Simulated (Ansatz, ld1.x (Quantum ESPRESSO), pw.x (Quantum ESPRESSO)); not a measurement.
# pw.x on bcc Al: one setting changed

Potential: norm-conserving Troullier–Martins (Kleinman–Bylander form), ld1.x (Quantum ESPRESSO) 7.5, PBEsol; core [Ne], reference 3s2 3p1; waves: 3p (bound): rc 2.95 bohr; 3d channel at 0.04 Ry: rc 2.65 bohr; 3s (bound): rc 1.45 bohr; local part: the s channel; core correction: Bessel-smoothed model core inside 1.20 bohr.

The reference run (k-mesh 14³, cutoffs 85/340 Ry, Fermi–Dirac 0.01 Ry, mixing_beta 0.4, conv_thr 1e-9, no spin) gives -0.83 GPa at 16.575 Å³/atom, where all-electron LAPW gives 0.16 GPa. This run, with its own iteration cap, changes mixing_ndim to 4.

```
&control
  calculation='scf', prefix='x', pseudo_dir='./', outdir='./tmp', tstress=.true., disk_io='none'
/
&system
  ibrav=0, nat=1, ntyp=1, ecutwfc=85, ecutrho=340, nbnd=8,
  occupations='smearing', smearing='fd', degauss=0.01
/
&electrons
  conv_thr=1e-09, mixing_beta=0.4, electron_maxstep=50, mixing_ndim=4
/
ATOMIC_SPECIES
Al 1.0 Al.UPF
CELL_PARAMETERS angstrom
  -1.60619344 1.60619344 1.60619344
  1.60619344 -1.60619344 1.60619344
  1.60619344 1.60619344 -1.60619344
ATOMIC_POSITIONS crystal
Al 0.0000 0.0000 0.0000
K_POINTS automatic
14 14 14 0 0 0
```

```bash
pw.x < Al.scf.in > Al.scf.out
```

Q: How does the run end?

A: It converges in 6 iterations; the free energy moves by +0.0 meV/atom and the pressure by +0.00 GPa. The result is that of the reference run.

```
Message from routine setup:
     using ibrav=0 with symmetry is DISCOURAGED, use correct ibrav instead
     lattice parameter (alat)  =       5.2572  a.u.
     unit-cell volume          =     111.8536 (a.u.)^3
     number of electrons       =         3.00
     number of Kohn-Sham states=            8
     kinetic-energy cutoff     =      85.0000  Ry
     charge density cutoff     =     340.0000  Ry
     scf convergence threshold =      1.0E-09
     Exchange-correlation= PBESOL
     number of k points=   104  Fermi-Dirac smearing, width (Ry)=  0.0100
     iteration #  1     ecut=    85.00 Ry     beta= 0.40
     total energy              =     -11.29589347 Ry
     estimated scf accuracy    <       0.00635436 Ry
     iteration #  2     ecut=    85.00 Ry     beta= 0.40
     total energy              =     -11.29487705 Ry
     estimated scf accuracy    <       0.00195549 Ry
     iteration #  3     ecut=    85.00 Ry     beta= 0.40
     total energy              =     -11.29499187 Ry
     estimated scf accuracy    <       0.00000161 Ry
     iteration #  4     ecut=    85.00 Ry     beta= 0.40
     total energy              =     -11.29499645 Ry
     estimated scf accuracy    <       0.00000039 Ry
     iteration #  5     ecut=    85.00 Ry     beta= 0.40
     total energy              =     -11.29499643 Ry
     estimated scf accuracy    <       0.00000010 Ry
     iteration #  6     ecut=    85.00 Ry     beta= 0.40
     the Fermi energy is     7.8012 ev
!    total energy              =     -11.29499643 Ry
     estimated scf accuracy    <          4.9E-10 Ry
     smearing contrib. (-TS)   =      -0.00173104 Ry
     The total energy is F=E-TS. E is the sum of the following terms:
     one-electron contribution =       2.96665095 Ry
     hartree contribution      =       0.00454386 Ry
     xc contribution           =      -8.86903452 Ry
     ewald contribution        =      -5.39542568 Ry
     convergence has been achieved in   6 iterations
          total   stress  (Ry/bohr**3)                   (kbar)     P=       -8.26
     Message from routine punch:
     Nothing written, as per user request (disk_io='none')
```

The run took about 7 s on one core of a shared host (Neoverse-V2, 32 threads, 247 GiB, load 47).
